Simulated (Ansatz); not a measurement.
Geometry optimisation, RKS PBE-D4/def2-mTZVP (Ansatz).

Input:

```yaml
crystal:
  periodic: [false, false, false]
  atoms:
    - { symbol: B, position_ang: [-0.799612, 0.069344, 0.351493] }
    - { symbol: H, position_ang: [1.362979, 0.328901, 1.315484] }
    - { symbol: Cl, position_ang: [2.261484, -0.157482, 0.439635] }
    - { symbol: O, position_ang: [-1.13768, -0.459202, -0.795106] }
    - { symbol: H, position_ang: [-2.072271, -0.62826, -1.031006] }
basis:
  gaussian: { orbitals: def2-mTZVP }
hamiltonian:
  xc: pbe
  dispersion: d4
relax:
  f_tol: 0.03
  max_steps: 50
```

Command:

```bash
$ ansatz run input.yaml --threads 1 --pin off --max-ram 2048MiB --backend cpu --events-out ev --progress --plain --runs-dir out
```

**Question.** Where does it end, and by what steps?

**Answer.** It converged. After 24 steps the energy has fallen by 0.264 eV; Cl3 moved furthest, 1.01 Å.

```csv
step,energy less start (eV),largest force component (eV/Å),accepted
0,0.0000,0.605,yes
1,-0.0511,0.897,yes
2,-0.1324,0.924,yes
3,-0.2053,0.426,yes
4,-0.2220,0.667,yes
5,-0.2416,0.152,yes
6,-0.2427,0.039,yes
7,-0.2433,0.045,yes
8,-0.2439,0.087,yes
9,-0.2438,0.186,no
10,-0.2450,0.077,yes
11,-0.2457,0.238,yes
12,-0.2450,0.447,no
13,-0.2512,0.062,yes
14,-0.2546,0.071,yes
15,-0.2559,0.327,yes
16,-0.2552,0.415,no
17,-0.2594,0.157,yes
18,-0.2620,0.057,yes
19,-0.2595,0.385,no
20,-0.2630,0.082,yes
21,-0.2634,0.095,yes
22,-0.2635,0.086,yes
23,-0.2640,0.047,yes
24,-0.2642,0.002,yes
```

```xyz
5
Properties=species:S:1:pos:R:3
B -0.335 -0.345 -0.281
H 1.322 0.003 0.621
Cl 2.463 0.290 1.317
O -1.482 -0.550 -0.849
H -2.353 -0.245 -0.527
```

The run took 22 s on 1 thread of Intel(R) Xeon(R) 6975P-C (Granite Rapids), with other jobs on the host, peak memory 0.14 GiB.
